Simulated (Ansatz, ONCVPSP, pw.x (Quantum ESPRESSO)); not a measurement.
## Equation-of-state test of one ONCV potential (Li)

ONCVPSP 4.0.1.1 (patched build) input, shortened (lines: element, Z, core and valence counts, functional; n l f; lmax; l rc ep ncon nbas qcut; lloc lpopt rc5 dvloc0; l nproj debl; icmod fcfact rcfact), PBEsol, scalar-relativistic:

```
  Li 3.00    0    2  -116133      upf
    1    0    2.00
    2    0    1.00
    1
    0    1.25    0.00    4    8    9.40
    1    1.30    0.02    4    8    6.30
    4    3    1.05    6.00
    0    2    2.00
    1    2    1.30
    0    0.00    0.00
```

Crystal test: bcc Li in pw.x 7.5, no spin, 13³ k-points, Fermi–Dirac smearing 0.01 Ry, cutoffs 90/360 Ry. The reference is all-electron LAPW (Ansatz 0.2.0) with the same functional, mesh and smearing; V0 and B0 come from Birch–Murnaghan fits to the pressures at five volumes. Errors are pseudo minus all-electron; Δ is the rms difference of the E(V) curves that follow from these fits, minima aligned, over ±6 % about the mean V0. Mesh and smearing are coarse, so the numbers serve the comparison and aren't converged zero-temperature values; the lattice is a test structure that the element need not adopt.

```tsv
V (Å³/atom)	P all-electron (GPa)	P pseudo (GPa)
19.330	0.69	0.70
19.838	0.30	0.30
20.347	-0.06	-0.05
20.856	-0.37	-0.37
21.364	-0.66	-0.66
```

All-electron: a0 = 3.435 Å (V0 = 20.26 Å³/atom), B0 = 13.6 GPa.

Pseudopotential: mean pressure error (GPa): +0.00; a0 (Å): 3.435; a0 error (%): +0.01; B0 error (%): +0.2; Δ (meV/atom): 0.0.

Problem. At the middle volume, how do free energy and pressure move when the wave cutoff is lowered (ecutrho kept at four times it)?

Solution.

| cutoff (Ry) | shift of F (meV/atom) | shift of P (GPa) |
| --- | --- | --- |
| 40 | +2418.9 | -59.34 |
| 54 | +386.2 | -15.96 |
| 72 | +16.2 | -1.30 |

The run at the middle volume (84 k-points, 5 iterations) took about 22 s on one core of a shared host (Neoverse-N1, 64 threads, 124 GiB, load 53).
